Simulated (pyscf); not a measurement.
Thermochemistry of product channels of H₂C=SiH₂ + hydrogen chloride (HCl) on the singlet surface, in kJ/mol, from ωB97M-D3(BJ)/def2-TZVP energies (ideal gas, 1 atm, RRHO with modes under 100 cm⁻¹ raised to 100, one conformer, R ln 2 for chiral ones without a mode under 150 cm⁻¹). Structures and frequencies: ωB97X-D3(BJ)/def2-SVP in PySCF.

| products | ΔE | ΔH(298 K) | ΔG(600 K) | ΔG(1200 K) |
|---|---|---|---|---|
| H₃Si–CH₂–Cl | -152.0 | -141.2 | -59.3 | +22.2 |
| H₂C=SiH–Cl + hydrogen (H₂) | -70.8 | -75.7 | -67.5 | -63.8 |

The channel to H₃Si–CH₂–Cl turns unfavourable between 298 and 1200 K (ΔG from -100.8 kJ/mol to +22.2 kJ/mol).

These are energies of the channels, which say nothing of barriers. H₃Si–CH₂–Cl lies 179.6 kJ/mol over its isomer H₃C–SiH₂–Cl (electronic energy, ωB97M-D3(BJ)). H₂C=SiH–Cl lies 57.2 kJ/mol over its isomer H₃C–Si:–Cl [singlet] (electronic energy, ωB97M-D3(BJ)).
